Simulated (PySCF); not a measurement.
## Dipole moment and polarisability across levels of theory

Compound: diaminoborane, BH5N2.
InChI=1S/BH5N2/c2-1-3/h1H,2-3H2

PySCF, dipoles from the SCF density, polarisabilities from static response with core orbitals frozen. Geometry: PBE0-D3(BJ)/def2-SVP; no solvent, vibrations or thermal averaging.

The anisotropy is √(½[(α1 − α2)² + (α2 − α3)² + (α3 − α1)²]).

| level | μ (D) | α (au) | anisotropy (au) |
| --- | --- | --- | --- |
| LDA/def2-SVPD | 1.452 | 36.49 | 12.65 |
| PBE/def2-SVPD | 1.434 | 36.00 | 12.66 |
| B3LYP/def2-SVPD | 1.373 | 34.72 | 11.81 |
| PBE0/def2-SVPD | 1.387 | 34.28 | 11.73 |
| BHandHLYP/def2-SVPD | 1.321 | 33.00 | 10.88 |
| CAM-B3LYP/def2-SVPD | 1.362 | 34.15 | 11.40 |
| wB97X-D/def2-SVPD | 1.368 | 34.18 | 10.98 |
| LC-wPBE/def2-SVPD | 1.376 | 33.29 | 11.11 |
| HF/def2-SVPD | 1.272 | 31.17 | 9.53 |
| PBE0/6-31G* | 1.517 | 24.93 | 17.15 |
| PBE0/def2-SVP | 1.558 | 26.53 | 15.01 |
| PBE0/def2-TZVP | 1.393 | 31.56 | 12.06 |

The dipole runs from 1.27 D (HF/def2-SVPD) to 1.56 D (PBE0/def2-SVP). No reference polarisability is at hand; against PBE0 in the largest diffuse basis at hand (def2-SVPD) the other PBE0 rows deviate by 6-31G* -27%, def2-SVP -23%, def2-TZVP -8%. In one basis (def2-SVPD) the functionals order the polarisability from HF (lowest) to LDA (highest), a spread of 17%. With PBE0 the polarisability is 27.67 au without diffuse functions (mean of 6-31G*, def2-SVP and def2-TZVP) and 34.28 au with them (def2-SVPD).
